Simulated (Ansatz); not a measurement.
System: CHCl$_{3}$, charge 0, singlet. CHCl3 (SMILES C(Cl)(Cl)Cl).
B3LYP-D3(BJ)/def2-TZVP minimum from Ansatz (a quantum-chemistry and plane-wave program):
```
C
H 1 1.0815
Cl 1 1.7758 2 107.69
Cl 1 1.7758 2 107.69 3 120.00
Cl 1 1.7758 2 107.69 3 -120.00
```
Charge 0, spin multiplicity 1.

Wanted: atomisation energy (electronic, to ground-state atoms), in kcal/mol. Open shells are spin-unrestricted; no spin-orbit coupling. CBS(X,Y): correlation extrapolated as X^-3, Hartree-Fock from the larger set (Q,5: extrapolated as (X+1)exp(-9√X)). A bracket is a step between two methods taken in the basis named. Functionals run without relativity, which enters their misses. Double hybrids freeze cores in their MP2 part. '+ core + X2C': CCSD(T) terms for core correlation (cc-pwCVTZ, 1s frozen past Ne) and scalar relativity (cc-pVTZ-DK). For partners of very few electrons the exact lower level stands in for a higher one.

CCSD(T)/CBS(cc-pV(Q+d)Z,cc-pV(5+d)Z) + [CCSDT(Q) - CCSD(T)]/cc-pV(D+d)Z + core + X2C (Ansatz) gives 346.4 kcal/mol.

Question: How far off this value is PBE/def2-TZVPD (Ansatz), in which direction, and which of these levels come nearer: r2SCAN/def2-TZVPD, B3LYP/def2-TZVPD, PBE0/def2-TZVPD, B2PLYP/def2-TZVPD, CCSD(T)/CBS(cc-pV(Q+d)Z,cc-pV(5+d)Z) + core + X2C?

Answer: PBE gives 359.3 kcal/mol, 12.9 kcal/mol above it. Differences of the others: r2SCAN/def2-TZVPD (Ansatz) 1.4; B3LYP/def2-TZVPD (Ansatz) -13.9; PBE0/def2-TZVPD (Ansatz) 1.5; B2PLYP/def2-TZVPD (Ansatz) -11.0; CCSD(T)/CBS(cc-pV(Q+d)Z,cc-pV(5+d)Z) + core + X2C (Ansatz) -0.4 kcal/mol. Nearer than PBE: r2SCAN/def2-TZVPD, PBE0/def2-TZVPD, B2PLYP/def2-TZVPD, CCSD(T)/CBS(cc-pV(Q+d)Z,cc-pV(5+d)Z) + core + X2C.
